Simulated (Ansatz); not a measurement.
A made-up structure of LiSiH$_{3}$O, singlet:

```
6
angstrom
Li 0.2787 -2.5395 0.8892
O 0.1091 -1.0199 0.3585
Si -0.0527 0.4793 -0.1678
H 1.0162 -3.9110 1.2103
H 1.2266 1.0502 -0.7045
H -0.5074 1.4271 0.9024
```

It is relaxed with PBE-D4/def2-SVP and then PBE0-D4/def2-TZVP (Ansatz 0.2.0). Atoms count as bonded within 1.22 times the sum of their covalent radii (H–H: 0.88 Å). The end point is not checked to be a true minimum.

Problem. Does its bonding change? (Judge from chemistry; the calculation decides.)

Solution. By the calculation: No: no bond forms or breaks.

Where it ends: The first stage lowers the energy by 0.62 eV in 11 steps. It ends as LiSiH₃O ([LiH][O][SiH2]):
```json
{"atom": "Li1", "x (Å)": "0.5022", "y (Å)": "-2.6780", "z (Å)": "0.8616"}
{"atom": "O2", "x (Å)": "0.3198", "y (Å)": "-0.8842", "z (Å)": "0.4650"}
{"atom": "Si3", "x (Å)": "0.2038", "y (Å)": "0.5838", "z (Å)": "0.0951"}
{"atom": "H4", "x (Å)": "0.7558", "y (Å)": "-4.2439", "z (Å)": "1.2589"}
{"atom": "H5", "x (Å)": "1.0123", "y (Å)": "1.2020", "z (Å)": "-0.9774"}
{"atom": "H6", "x (Å)": "-0.7234", "y (Å)": "1.5064", "z (Å)": "0.7848"}
```

Labels in which every atom is bracketed show which atoms are joined, not bond orders.

For scale, one of the runs: PBE0-D4/def2-TZVP relaxation, 100 basis functions, launched by `ansatz run in.yaml --threads 2 --pin off --events-out ev --progress --plain --max-ram 4352MiB`. Hardware: 2 CPU threads of an AMD EPYC 9B45, shared host. Wall time about 4.9 s.
